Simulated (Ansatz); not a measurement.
## Structure relaxation of I

Method: Ansatz, DFT PBEsol, scalar-relativistic, plane waves, PAW. Cutoff 420 eV, Γ-centred k mesh, Gaussian smearing, no spin polarisation in the final step.

The start puts I on the trigonal selenium structure type (P3_121, No. 152), at a guessed volume.

```yaml
crystal:
  lattice:
    - [5.18693, 0.00000, 0.00000]
    - [-2.59347, 4.49202, 0.00000]
    - [0.00000, 0.00000, 5.88475]
  atoms:
    - { symbol: I, position: [0.22540, 0.00000, 0.33333] }
    - { symbol: I, position: [0.00000, 0.22540, 0.66667] }
    - { symbol: I, position: [0.77460, 0.77460, 0.00000] }
```

Cell and atoms relax at zero pressure; the relaxation can't lower the symmetry of the start. After a coarse first stage the cell is made exact in the group found at 0.06 Å.

Energies count from the standard state of I at the same level.

What does it relax into?

It ends in Pm-3m (No. 221). The result has the simple cubic structure. Conventional cell: a = 3.376 Å. Around I lie 6 I at 3.38 Å.

```cif
data_structure
_symmetry_space_group_name_H-M 'Pm-3m'
_symmetry_Int_Tables_number 221
_cell_length_a 3.3761
_cell_length_b 3.3761
_cell_length_c 3.3761
_cell_angle_alpha 90.000
_cell_angle_beta 90.000
_cell_angle_gamma 90.000
_cell_volume 38.48
loop_
_atom_site_label
_atom_site_type_symbol
_atom_site_symmetry_multiplicity
_atom_site_Wyckoff_symbol
_atom_site_fract_x
_atom_site_fract_y
_atom_site_fract_z
_atom_site_occupancy
I1 I 1 b 0.50000 0.50000 0.50000 1
```

What are its volume, energy, density and gap?

The volume per atom is 38.48 Å³, the density is 5.48 g/cm³ and the energy over the standard structure is 0.28 eV/atom. The gap on the 18×18×18 mesh is 0 eV (a metal).

The final run used a 18×18×18 mesh on its 1-atom cell and 0.10 eV smearing. For metals, differences of a few meV/atom aren't resolved. Spin–orbit coupling is left out. A structure relaxed within its symmetry needn't be a true minimum.